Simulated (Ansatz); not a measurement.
Energy needed to pull apart CH3ClSi, singlet, into free ground-state atoms, from the structure below (displaced at random from a GFN2-xTB minimum); no zero-point or spin–orbit terms; open-shell atoms are treated unrestricted, in their ground-state multiplicity.

C1  (-0.981, 0.141, -0.653)
Si2  (0.517, -0.075, 0.420)
Cl3  (1.257, -1.924, 0.779)
H4  (-1.071, -0.403, -1.259)
H5  (-1.183, 1.484, -0.839)
H6  (1.282, 0.973, 1.541)
(Å)

Ansatz 0.2.0; basis: def2-TZVPP; cores frozen in the correlated methods. B3LYP uses VWN-RPA correlation.

```csv
method,atomization energy (eV)
PBE-D4,?
BLYP-D4,?
r2SCAN-D4,16.86
PBE0-D4,16.65
B3LYP-D4,16.66
wB97M-V,16.69
HF,10.83
MP2,16.39
CCSD,15.73
CCSD(T),16.17
```

**Question.** What does PBE-D4 give? (To be estimated.)

**Answer.** The calculation gives: 17.17 eV, which is about 1.00 eV more than CCSD(T)/def2-TZVPP.

**Question.** What does BLYP-D4 give? (To be estimated.)

**Answer.** Computed: 16.79 eV, which is about 0.61 eV more than CCSD(T)/def2-TZVPP.

In triple zeta the MP2 and coupled-cluster atomization energies are still short of their basis limit by a few kcal/mol a bond, whereas those of the functionals are nearly converged, so these differences are not deviations from converged CCSD(T).

No T1 diagnostic of these runs exceeds 0.018. The restricted Hartree–Fock reference is unstable towards an unrestricted one here.

For scale, one of the runs: CCSD(T)/def2-TZVPP forces, 157 basis functions (an equivalent command: `ansatz run in.yaml --threads 4`). Hardware: 4 CPU threads, shared host. Wall time 48 s; peak host memory 1.9 GiB.
